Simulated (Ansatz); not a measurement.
# BClF radical: single points off equilibrium

An exercise on one series of results from a longer session: the logs are not shown, and one member is left open.

Program: Ansatz 0.2.0, Gaussian basis. Level of theory: single points in def2-TZVPP. These are calculated values, not measurements.

Cores are frozen in the correlated methods. Orbitals are unrestricted.

## Starting geometry

SMILES `F[B]Cl`, 3 atoms, charge 0, spin multiplicity 2.

Atoms are counted from 1 here; the program's logs count them from 0.

Bond lengths: F1–B2 1.338 Å, B2–Cl3 1.725 Å. Angles: F1–B2–Cl3 119.4°.

As a file:

```xyz
3
charge 0, multiplicity 2
F     0.5339    1.0779    0.3915
B    -0.3956    0.2888   -0.1590
Cl   -0.1432   -1.4169   -0.1993
```

The first run:

The input, run/in.yaml:

```yaml
crystal:
  periodic: [false, false, false]
  atoms:
    - {symbol: F, position_ang: [0.533900, 1.077900, 0.391500]}
    - {symbol: B, position_ang: [-0.395600, 0.288800, -0.159000]}
    - {symbol: Cl, position_ang: [-0.143200, -1.416900, -0.199300]}
basis:
  gaussian: {orbitals: def2-TZVPP}
magnetization: {spin_polarized: true, initial_magnetization: 1}
correlation: {method: ccsd_t}
scf: {omitted_lower_state_checks: [cluster_reference]}
output: {forces: true}
```

No record of the launch command was kept for these runs.

Steps of the session up to this table: CCSD(T)/def2-TZVPP; PBE0-D4/def2-TZVPP; wB97M-V/def2-TZVPP; r2SCAN-D4/def2-TZVPP; PBE-D4/def2-TZVPP; HSE06-D4/def2-TZVPP; B97M-V/def2-TZVPP.

One of the session's tables, all rows but one given; the rest of the session is left out.

```
   method  RMS force component (eV/Å)  angle to CCSD(T) forces (°)  dipole (D)
  CCSD(T)                       0.659                    reference        0.43
  PBE0-D4                       0.734                          8.1        0.41
  wB97M-V                       0.679                          4.1        0.41
r2SCAN-D4                       0.641                          2.0        0.37
   PBE-D4                       0.509                          8.9        0.38
 HSE06-D4                           ?                            ?           ?
   B97M-V                       0.769                          8.2        0.38
```

Estimate the missing values for HSE06-D4.

The run gave: RMS force component (eV/Å): 0.737; angle to CCSD(T) forces (°): 7.9; dipole (D): 0.41. In the column «RMS force component (eV/Å)» it lies between PBE0-D4 (0.734) and B97M-V (0.769).
